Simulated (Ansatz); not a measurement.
hcp Zn, treated with LDA (plane waves, PAW; Ansatz, a first-principles code).

Run with plane-wave cutoff 520 eV, 24×24×12 k mesh (along the axes of the cell as run), Fermi–Dirac smearing 0.05 eV, scalar-relativistic PAW data made under PBE.

Starting structure:

```
Zn
1.0
    2.66000     0.00000     0.00000
   -1.33000     2.30363     0.00000
    0.00000     0.00000     4.95000
Zn
2
Cartesian
  1.33000   0.76788   3.71250
  0.00000   1.53575   1.23750
```

Into what structure does the relaxation of cell and atoms lead at this level, with the symmetry of the start kept?

The volume shrinks by 10 %; final space group P6_3/mmc.
```
Zn
1.0
    2.55934     0.00000     0.00000
   -1.27967     2.21645     0.00000
    0.00000     0.00000     4.80298
Zn
2
Cartesian
  1.27967   0.73882   3.60223
  0.00000   1.47763   1.20074
```
